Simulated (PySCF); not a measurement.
Bonds (- single, = double, # triple, : aromatic): C1-C2 1.499 Å, C2-C3 1.499 Å, C3-C1 1.499 Å. C1 carries H4, H5; C2 carries H6, H7; C3 carries H8, H9.

Geometry: PBE0-D3(BJ)/def2-SVP; GIAO absolute shieldings from PySCF, gas phase, non-relativistic, averaged over equivalent atoms.

At PBE0/6-311+G(2d,p) (117 basis functions, 6.5 s wall time on 1 thread of an x86-64 server CPU, shared host):
```csv
atoms,σ (ppm)
C1/C2/C3,188.4
H4/H5/H6/H7/H8/H9,31.29
```

Q: Estimate the result of repeating the calculation with KT3/pcSseg-2.

A: 
| atoms | σ at KT3/pcSseg-2 | change |
| --- | --- | --- |
| C1/C2/C3 | 183.1 | -5.3 |
| H4/H5/H6/H7/H8/H9 | 31.11 | -0.18 |

The largest change is at C1/C2/C3 (three-membered-ring carbon). Cost: 192 basis functions, 23 s wall time on 1 thread of an Arm Neoverse N1, shared host.
